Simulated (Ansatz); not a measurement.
What does this script print? It uses Ansatz 0.2.0 through its Python package.

Script `run_freq.py`:
```python
"""Vibrations of C2H5NO."""

import itertools

import ansatz
from ase.data import atomic_numbers, covalent_radii
import numpy as np


def main() -> None:
    c2h5no = (
        ansatz.Crystal.molecule()
        .atom("C", (0.6131, 0.8846, -0.7002))
        .atom("N", (0.1995, 0.2167, 0.5104))
        .atom("C", (-0.5593, -0.8041, 0.3063))
        .atom("O", (-0.8249, -1.4977, 1.3879))
        .atom("H", (1.6565, 0.9498, -0.8258))
        .atom("H", (0.1563, 0.4954, -1.6255))
        .atom("H", (0.2301, 1.9631, -0.6502))
        .atom("H", (-0.8751, -1.2032, -0.6293))
        .atom("H", (-0.5076, -1.0508, 2.2093))
    )

    calculation = (
        c2h5no.calculation()
        .basis(gaussian="def2-SVP")  # atom-centred Gaussian functions
        .functional("pbe0", dispersion="d4")
    )
    symbols = [site.symbol for site in c2h5no.cartesian_sites]
    start = np.array([site.position_ang for site in c2h5no.cartesian_sites], dtype=float)
    data = calculation.relax(force_tolerance=0.003).run(threads=1).report
    end = np.array(data["positions_ang"])

    # pairs closer than 1.2 times the sum of covalent radii, before or after
    radius = [covalent_radii[atomic_numbers[s]] for s in symbols]
    span = lambda where, i, j: np.linalg.norm(where[i] - where[j])
    bonded = [(i, j) for i, j in itertools.combinations(range(len(symbols)), 2) if min(span(start, i, j), span(end, i, j)) < 1.2 * (radius[i] + radius[j])]
    print("pair        before    after (A)")
    for i, j in bonded:
        print(f"{symbols[i]}{i}-{symbols[j]}{j}".ljust(10), f"{span(start, i, j):8.4f} {span(end, i, j):8.4f}")

    # frequencies need a stationary point, so they are taken at the relaxed geometry
    minimum = ansatz.Crystal.molecule()
    for symbol, place in zip(symbols, end):
        minimum = minimum.atom(symbol, place.tolist())
    vibrating = (
        minimum.calculation()
        .basis(gaussian="def2-SVP")
        .functional("pbe0", dispersion="d4")
        .phonons(temperatures=(100, 500, 100))
    )
    vib = vibrating.run(threads=1).report["vibrations"]
    sums = vib["harmonic_sums"]
    modes = [m["omega_inv_cm"] for m in sums["modes_at_gamma"] if m["rigid_motion"] == "no"]
    for number, w in enumerate(modes, start=1):
        print(f"mode {number:2d} {w:9.1f} 1/cm {w / 8065.544 * 1000:8.2f} meV")
    print("imaginary modes:", sum(w < 0 for w in modes), " zero-point energy:", round(sums["zero_point_energy_ev"], 4), "eV")
    print("T (K)   F_vib (eV)   S_vib (meV/K)   C_vib (meV/K)")
    for row in zip(sums["temperatures_k"], sums["vibrational_free_energy_ev"], vib["entropy_ev_per_k"], vib["heat_capacity_ev_per_k"]):
        print(f"{row[0]:6.1f} {row[1]:11.4f} {1000 * row[2]:13.4f} {1000 * row[3]:15.4f}")


if __name__ == "__main__":
    main()
```

Running `python run_freq.py` prints:
```text
pair        before    after (A)
C0-N1        1.4432   1.4337
C0-H4        1.0530   1.1026
C0-H5        1.1029   1.1086
C0-H6        1.1456   1.1026
N1-C2        1.2882   1.2588
C2-O3        1.3121   1.3341
C2-H7        1.0651   1.1058
O3-H8        0.9875   0.9700
mode  1     201.0 1/cm    24.92 meV
mode  2     290.5 1/cm    36.01 meV
mode  3     316.6 1/cm    39.26 meV
mode  4     595.0 1/cm    73.77 meV
mode  5     656.0 1/cm    81.33 meV
mode  6    1008.6 1/cm   125.05 meV
mode  7    1042.0 1/cm   129.19 meV
mode  8    1132.9 1/cm   140.46 meV
mode  9    1153.1 1/cm   142.97 meV
mode 10    1230.5 1/cm   152.57 meV
mode 11    1362.3 1/cm   168.90 meV
mode 12    1395.7 1/cm   173.04 meV
mode 13    1433.3 1/cm   177.71 meV
mode 14    1455.0 1/cm   180.40 meV
mode 15    1479.9 1/cm   183.49 meV
mode 16    1835.3 1/cm   227.55 meV
mode 17    2996.6 1/cm   371.53 meV
mode 18    3093.7 1/cm   383.57 meV
mode 19    3099.0 1/cm   384.23 meV
mode 20    3122.0 1/cm   387.08 meV
mode 21    3796.7 1/cm   470.73 meV
imaginary modes: 0  zero-point energy: 2.0269 eV
T (K)   F_vib (eV)   S_vib (meV/K)   C_vib (meV/K)
 100.0      2.0261        0.0318          0.0896
 200.0      2.0177        0.1425          0.2417
 300.0      1.9972        0.2686          0.3942
 400.0      1.9636        0.4047          0.5594
 500.0      1.9161        0.5465          0.7143
```

The frequencies are harmonic and unscaled, in a modest basis. The result belongs to the one conformer reached from this start, and soft torsions count as harmonic oscillators. Finished in 2 min on 1 thread of Arm Neoverse V1, with other jobs on the host, peak memory 0.23 GiB.

(A comment or docstring line of the script was reworded after the run, the code is as it ran; lines on the test bed's own set-up are left out of the output.)
